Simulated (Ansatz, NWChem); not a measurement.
**Heat of formation of P4 (SMILES P12P3P1P23) from total energies**

P4 has 4 atoms, charge 0, and is taken as a singlet. As SMILES, `P12P3P1P23`. The shape is that of a PBE0-D4/def2-TZVP optimisation.

Total energies at PBE/def2-SVPD (NWChem 7.3.0); the atoms run unrestricted:

```
species    state   energy (Eh)
     P4  singlet  -1364.433378
      P  quartet   -340.988968
```

Harmonic wavenumbers at PBE0-D4/def2-TZVP, in cm⁻¹: 392, 392, 490, 490, 490, 640.

Measured heats of formation of the gaseous atoms at 298.15 K, in kJ/mol: P 316.4. Take 1 Eh = 2625.50 kJ/mol, 1 cm⁻¹ = 0.0119627 kJ/mol, RT = 2.479 kJ/mol.

Question: Work out the heat of formation of the gas at 298 K.

Answer: 
1. Electronic atomisation energy: 4 × (-340.988968) − (-1364.433378) = 0.477506 Eh = 1253.7 kJ/mol.
2. Zero-point energy: half the sum of the wavenumbers, 1447 cm⁻¹ = 17.3 kJ/mol.
3. Thermal vibrational enthalpy, Σ hcν̃/(exp(hcν̃/kT) − 1): 3.9 kJ/mol. Translation, rotation and pV of a non-linear molecule: 4 RT = 9.9 kJ/mol.
4. The 4 free atoms carry 5/2 RT each: 24.8 kJ/mol.
5. Atomisation enthalpy at 298 K: 1253.7 − 17.3 − 3.9 − 9.9 + 24.8 = 1247.4 kJ/mol.
6. Sum of the atoms' heats of formation: 1265.6 kJ/mol. Heat of formation: 1265.6 − 1247.4 = +18.2 kJ/mol.

No measured value is set beside it here. Anharmonicity and any spin-orbit splitting of the molecule are left out.
